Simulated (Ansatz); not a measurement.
**Worked example: correlation energy of BP2H, singlet**

Geometry: displaced at random from a stationary point.

```json
{"atom": "P", "x (Å)": "0.0613", "y (Å)": "-0.2485", "z (Å)": "1.0310"}
{"atom": "B", "x (Å)": "-0.1036", "y (Å)": "1.2720", "z (Å)": "0.0082"}
{"atom": "P", "x (Å)": "-0.0270", "y (Å)": "-0.2725", "z (Å)": "-1.0345"}
{"atom": "H", "x (Å)": "0.0561", "y (Å)": "2.3674", "z (Å)": "0.0182"}
```

Basis cc-pVDZ; Ansatz 0.2.0. Only valence electrons are correlated (noble-gas cores frozen), which leaves 14 electrons in 44 orbitals. R marks a restricted (for open shells ROHF) determinant.

Full CI isn't at hand for all of this; RCCSDT(Q) serves as the reference, and is uncertain by the last step of the cluster series or more.

RCCSD has a T1 diagnostic of 0.014 and a largest doubles amplitude of 0.08.

Runs differ by some tens of microhartree through their thresholds, so steps under 0.03 kcal/mol mean nothing.

| level | total energy (hartree) |
| --- | --- |
| RHF | -706.720321 |
| RMP2 | -707.023272 |
| RCCSD | -707.050894 |
| RCCSD(T) | -707.068016 |
| RCCSDT | -707.068664 |
| RCCSDT(Q) | -707.070322 |

Problem. What is the correlation energy at RCCSDT(Q), and what share of it do RMP2 and RCCSD recover?

Solution. E(corr) = -707.070322 − (-706.720321) = -0.350001 hartree = -9.524 eV. RMP2: -0.302951 / -0.350001 = 86.56 %. RCCSD: -0.330573 / -0.350001 = 94.45 %.

Problem. By how many kcal/mol does RCCSD(T) miss RCCSDT(Q) (1 hartree = 627.509 kcal/mol), and which steps make up the rest?

Solution. -707.068016 − (-707.070322) = 0.002306 hartree = 1.45 kcal/mol. Steps: RCCSDT − RCCSD(T) = -0.41, RCCSDT(Q) − RCCSDT = -1.04 kcal/mol. Differences between like states or geometries often cancel part of this.
